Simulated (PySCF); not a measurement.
3,3,3-trifluoroprop-1-yne, C3HF3.
Bonds: C1–C2 (triple), C2–C3, C3–F4, C3–F5, C3–F6. Hydrogens: H7 on C1.

Method used: PBE0-D3(BJ)/def2-TZVP geometry optimisation, gas phase in PySCF 2.14.0.

Question: Give the optimised bond lengths and angles.

Answer: 
| bond | length (Å) |
| --- | --- |
| C1≡C2 | 1.195 |
| C2–C3 | 1.461 |
| C3–F4, C3–F5, C3–F6 | 1.335 |
| C1–H7 | 1.066 |

Bonds in one row agree within 0.01 Å and their mean is given. A selection of angles:
| angle | degrees |
| --- | --- |
| C2–C1–H7 | 179.9 |
| C1–C2–C3 | 179.9 |
| C2–C3–F4 | 111.2 |
| F4–C3–F5 | 107.7 |

The 2 C–C bonds span 1.195 Å (C1≡C2, drawn triple) to 1.461 Å (C2–C3, drawn single), a spread of 0.266 Å. All 3 C–F bonds measure 1.335 Å.

Point group: C3v (tolerance 0.08 Å). Not checked by PBE0-D3(BJ)/def2-TZVP frequencies.

On one thread, Arm Neoverse V1 (aarch64), no GPU (shared host), this took 63 s and 0.77 GiB of memory at its peak. That covers the optimisation of the geometry.
